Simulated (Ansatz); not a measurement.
Relaxed structures of Al2H3O (charge -1), closed shell (PBE0-D4/def2-TZVPD; forces vanish, vibrations not checked; lower isomers may exist, and structures with a doubtful reference or unclear bonds are left out; Å). Computed with Ansatz 0.2.0 (basis: def2-TZVPPD); correlated methods freeze the cores.

(1) Rank them by CCSD(T) energy, lowest first, and give each one's height above the lowest. Links in brackets join atoms within 1.22 times the sum of their covalent radii (1.1 for two metals). (Judge from chemistry; the value comes from the calculation.)
A.
Al₂H₃O ([O][Al]123[H][Al]1([H]2)[H]3), total charge -1
```
6
angstrom
O -1.7094 -2.1542 0.6607
Al -0.6808 -0.9170 0.4152
Al 0.8853 0.9657 0.0418
H 0.5408 -0.5744 -0.8377
H 0.6483 -0.2241 1.3805
H -0.9131 0.8313 0.1515
```
B.
Al₂H₃O ([O][Al][AlH3]), total charge -1
```
6
angstrom
O -1.8740 -2.2644 0.6183
Al -0.8669 -0.9966 0.5547
Al 0.7796 1.0781 0.4488
H 2.1625 0.5538 1.1128
H 0.9124 1.4296 -1.1281
H 0.0489 2.2404 1.3107
```
C.
Al₂H₃O ([OH][Al][AlH2]), total charge -1
```
6
angstrom
O -1.3192 -1.8463 -0.5561
Al 0.0675 -0.9982 0.1120
Al 0.3432 1.5803 0.2939
H -1.2317 -2.7998 -0.5337
H 1.6421 2.1709 -0.5290
H 0.5302 2.1241 1.8374
```
D.
Al₂H₃O ([O][AlH][AlH2]), total charge -1
```
6
angstrom
O -1.1207 -2.0056 1.2887
Al -0.5974 -1.2699 -0.0782
Al 0.5206 1.1117 0.0872
H -0.6761 -1.8369 -1.6113
H 1.1120 2.0296 -1.1322
H 0.7616 1.9711 1.4458
```

T1 diagnostic: at most 0.025. The restricted Hartree–Fock reference is unstable towards an unrestricted one at one or more of these structures.

Answers

(1) By the calculation: B (0.00 kcal/mol), A (5.61 kcal/mol), C (15.81 kcal/mol), D (22.04 kcal/mol). Heights count from the lowest.

For scale, one of the runs: CCSD(T)/def2-TZVPPD, 187 basis functions, launched by `ansatz run in.yaml --threads 2 --pin off --events-out ev --progress --plain --max-ram 4352MiB`. Hardware: 2 CPU threads of an Arm Neoverse V2, shared host. Wall time 22 s; peak host memory 1.7 GiB.
